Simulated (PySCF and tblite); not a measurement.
Values are calculated unless marked as measured or tabulated.
## Conformer ensemble of C5H12, numbered as in [CH3:1][CH2:2][CH2:3][CH2:4][CH3:5]

Search: ETKDG and KDG, MMFF94s, GFN2-xTB, 90 starts; geometries at PBE0-D3(BJ)/def2-SVP. Free energies are PBE0-D3(BJ)/def2-TZVP single points with GFN2-xTB rigid-rotor and vibrational terms (modes under about 100 cm⁻¹ blended into free rotors). Symmetry numbers and mirror images are counted. Conformers within 4 kcal/mol (GFN2-xTB free energy) were kept, 7 at most. GIAO shieldings: PBE0/pcSseg-1. Couplings: B3LYP/pcSseg-1 with pcJ-1 on H (gas phase; spin-dipole term only for pairs with B, N, F, Si or P). Couplings are for ¹H; a prime marks the second kind of pair between the same two sets of atoms. Shifts are against TMS (¹H), TMS (¹³C) at the same level. Codes: tblite and PySCF.

Torsions listed: C1–C2–C3–C4, C2–C3–C4–C5. Of a mirror pair one member is shown.

```csv
conformer,shape,symmetry,E(GFN2) kcal/mol,E(DFT) kcal/mol,G(298.15 K) kcal/mol,weight %,dipole D
1,"-177°, -65°",C1 (pair),0.54,0.61,0.00,48.5,0.08
2,"180°, 180°",C2v,0.00,0.00,0.08,42.3,0.09
3,"60°, 60°",C2 (pair),1.11,1.01,1.03,8.6,0.07
4,"-63°, 88°",C1 (pair),2.58,2.88,2.51,0.7,0.15
```

Weights (%) against temperature:

```tsv
T (K)	1	2	3	4	S(mix) cal/mol/K
220	41.7	52.6	5.6	0.1	2.39
260	45.9	46.5	7.2	0.4	2.57
298.15	48.5	42.3	8.6	0.7	2.70
340	50.3	38.7	9.8	1.2	2.82
380	51.4	36.1	10.7	1.8	2.91
```

Averaged shifts at 298.15 K. ¹H: 1.22 (H2/H4, 4H), 1.10 (H3, 2H), 0.97 (H1/H5, 6H) ppm. ¹³C: 36.5 (C3), 25.4 (C2/C4), 15.9 (C1/C5) ppm.

Averaged couplings (Hz): ²J(H1,H1) -14.2, ³J(H1,H2) 8.2, ²J(H2,H2) -15.0, ³J(H2,H3) 10.7, ³J(H2,H3′) 6.1, ²J(H3,H3) -14.8.

Coordinates of conformer 1 (Å):

```xyz
17

C     2.411   -0.168   -0.220
C     0.974   -0.446    0.190
C     0.058    0.760    0.024
C    -1.378    0.544    0.490
C    -2.153   -0.491   -0.312
H     2.847    0.647    0.380
H     3.051   -1.054   -0.092
H     2.473    0.137   -1.278
H     0.946   -0.777    1.244
H     0.585   -1.294   -0.400
H     0.054    1.069   -1.038
H     0.491    1.611    0.580
H    -1.913    1.508    0.446
H    -1.372    0.254    1.556
H    -2.176   -0.228   -1.383
H    -1.709   -1.495   -0.229
H    -3.196   -0.567    0.032
```

Coordinates of conformer 2 (Å):

```xyz
17

C     2.446    0.719   -0.248
C     1.343   -0.181    0.286
C    -0.049    0.227   -0.172
C    -1.160   -0.669    0.357
C    -2.547   -0.252   -0.105
H     2.301    1.763    0.076
H     3.439    0.398    0.100
H     2.463    0.718   -1.350
H     1.373   -0.189    1.390
H     1.534   -1.225   -0.024
H    -0.082    0.235   -1.278
H    -0.244    1.271    0.137
H    -1.123   -0.675    1.461
H    -0.963   -1.711    0.047
H    -2.624   -0.271   -1.204
H    -3.327   -0.918    0.294
H    -2.786    0.773    0.222
```

Shifts are unscaled: against experiment ¹³C can be off by 15 ppm or more and ¹H by 0.8 ppm.

Search and properties took 120 s on 1 thread of AMD EPYC 9R45 96-Core (shared host) (rough), launched as `OMP_NUM_THREADS=1 python ens_run.py task.json out`.
